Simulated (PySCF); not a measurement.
# The bond of BCl, level by level

An exercise on one series of results from a longer session: the logs are not shown, and one member is left open.

Program: PySCF 2.14.0. Level of theory: B def2-TZVPP, Cl def2-TZVPP, no relativity. These are calculated values, not measurements.

The first run:

A driver script around PySCF takes these settings:

```yaml
atoms: B, Cl
charge: 0
basis: B def2-TZVPP, Cl def2-TZVPP
Hamiltonian: no relativity
basis_functions: 73
electrons_treated: 22
masses_in_u: 11.0093, 34.9689
levels: PBE0, PBE, r²SCAN, MN15, PW91, revPBE, B2PLYP, CAM-B3LYP, HF, MP2, SCS-MP2, CCSD, CCSD(T)
grid: 80 radial by 434 angular points
occupations: held fixed by the projection of orbital angular momentum
dissociation_limit: B + Cl, each in its ground configuration
starting_distance_in_angstrom: 1.785
values_of_2S_to_try: 0, 2
```

Command:

```sh
OMP_NUM_THREADS=1 python dia.py task.json out
```

Among the steps run: Set-up; The PBE0 curve of the state that the search chose; Excited determinants; PBE; r²SCAN (meta-GGA); MN15 (hybrid meta-GGA); PW91 (GGA); revPBE (GGA); B2PLYP (double hybrid); CAM-B3LYP (range-separated hybrid); RHF; Correlated methods on the Hartree–Fock reference.

One of the session's tables, all rows but one given; the rest of the session is left out.

Energy (eV) from each level's lowest point:

| R (Å) | RHF | RHF-MP2 | RHF-SCS-MP2 | RHF-CCSD | RHF-CCSD(T) |
| --- | --- | --- | --- | --- | --- |
| 1.479 | 1.008 | 0.963 | 0.989 | n/a | n/a |
| 1.548 | 0.446 | 0.416 | 0.433 | 0.464 | 0.471 |
| 1.617 | 0.138 | 0.122 | 0.132 | 0.149 | 0.154 |
| 1.668 | 0.030 | 0.022 | 0.027 | 0.035 | 0.038 |
| 1.720 | 0.000 | 0.000 | 0.000 | 0.000 | 0.000 |
| 1.772 | 0.030 | 0.036 | 0.032 | 0.025 | 0.022 |
| 1.840 | ? | ? | ? | ? | ? |
| 1.926 | 0.346 | 0.369 | 0.352 | 0.328 | 0.319 |
| 2.030 | 0.661 | 0.695 | 0.670 | 0.638 | 0.624 |
| 2.167 | 1.130 | 1.181 | 1.145 | n/a | n/a |

Q: Estimate the row for R (Å) = 1.840 from the others.

Worked estimate for «RHF». A straight line through the neighbours (1.772, 0.030) and (1.926, 0.346) gives 0.030 + (0.346 − 0.030) × (1.840 − 1.772) / (1.926 − 1.772) = 0.170; a parabola fitted to 4 rows on both sides gives 0.146.

The run gave: RHF: 0.137; RHF-MP2: 0.152; RHF-SCS-MP2: 0.142; RHF-CCSD: 0.126; RHF-CCSD(T): 0.120. In «RHF» the line misses by +0.033 and the parabola by +0.009.

To keep in mind: Lowest PBE0 solution found, without spin–orbit coupling: ¹Σ⁺ (singlet), closed shell. Warnings in the runs' records: inverted.
